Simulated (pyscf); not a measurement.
Four-centre exchange: F–Mo(F)(F)(F)(F)–F + H₂S → hydrogen fluoride (HF) + F–Mo(F)(F)(F)(F)–SH

Gas phase, singlet surface, charge 0. Bonds broken: F1–Mo2, S8–H9. Bonds formed: F1–H9, Mo2–S8. Single points on ωB97X-D3(BJ)/def2-SVP structures (PySCF, gas phase).

Transition state (Å):

```xyz
10

F      0.7463    -0.5690     0.7418
Mo    -1.1995     0.0730     0.2239
F     -1.1727    -1.6632    -0.3281
F     -2.9566    -0.2955     0.5859
F     -1.1468     0.0104     2.0412
F     -0.3675     1.6906     0.4733
F     -2.0761     1.0438    -1.0616
S      0.4363     0.0085    -1.7648
H      1.0685    -0.4297    -0.3992
H      0.7830     1.3088    -1.6816
```

One imaginary mode, 805i cm⁻¹; descent along it reached the two sides named, in the forms told below.

```csv
bond,change,reactant side (Å),saddle,product side
F1–Mo2,breaks,1.846,2.113,2.574
S8–H9,breaks,1.347,1.567,2.353
F1–H9,forms,2.512,1.194,0.937
Mo2–S8,forms,2.8,2.576,2.383
```

Electronic energies relative to the separated reactants (kJ/mol):

```csv
level,barrier,reaction energy,reverse barrier
ωB97X-D3(BJ)/def2-TZVP,87.3,+40.2,47.0
PBE/def2-TZVP,79.6,+50.2,29.4
r²SCAN/def2-TZVP,73.7,+54.1,19.6
B3LYP-D3(BJ)/def2-TZVP,89.6,+43.8,45.7
PBE0-D3(BJ)/def2-TZVP,76.0,+39.6,36.4
M06-2X/def2-TZVP,72.8,+32.4,40.3
ωB97M-D3(BJ)/def2-TZVP,97.1,+56.7,40.5
HF/def2-TZVP,176.9,+71.8,105.1
```

With ωB97M-D3(BJ)/def2-TZVP energies and thermal terms (ideal gas, 1 atm, RRHO with modes under 100 cm⁻¹ raised to 100, one conformer, R ln 2 for chiral ones without a mode under 150 cm⁻¹), in kJ/mol:

```csv
T (K),ΔH‡,ΔG‡,ΔH,ΔG
298,95.1,141.5,+62.1,+59.6
600,96.3,188.3,+64.5,+56.0
900,99.2,233.6,+66.3,+51.3
1200,102.4,278.0,+67.4,+46.2
```

On the reactant side the descent ends in an adduct with a Mo–S contact, 12.8 kJ/mol over the separated species and 74.5 kJ/mol under the saddle at ωB97X-D3(BJ)/def2-TZVP. What is counted as formed (Mo–S) is already present as a longer contact in the reactant adduct; forming that adduct is a step of its own. This is the saddle that the search found; another between the same sides may lie lower. Elements past Kr carry the def2 core potentials, without spin-orbit coupling.
